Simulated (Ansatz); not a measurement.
Results of r²SCAN (PAW; Ansatz, a quantum-chemistry and plane-wave program) for rock-salt TiN.

Run with plane-wave cutoff 600 eV, 16×16×16 k mesh, Fermi–Dirac smearing 0.1 eV, finite displacements, no spin polarisation, scalar-relativistic PAW data made under PBE.

Computed at the level's own relaxed cell.

Harmonic phonon frequencies (cm⁻¹; i marks an imaginary mode):

| q point | frequencies |
|---|---|
| Γ | 0 0 0 521 521 521 |
| X | 265 265 307 538 538 565 |
| L | 189 189 275 540 540 604 |

No imaginary mode appears at these points.
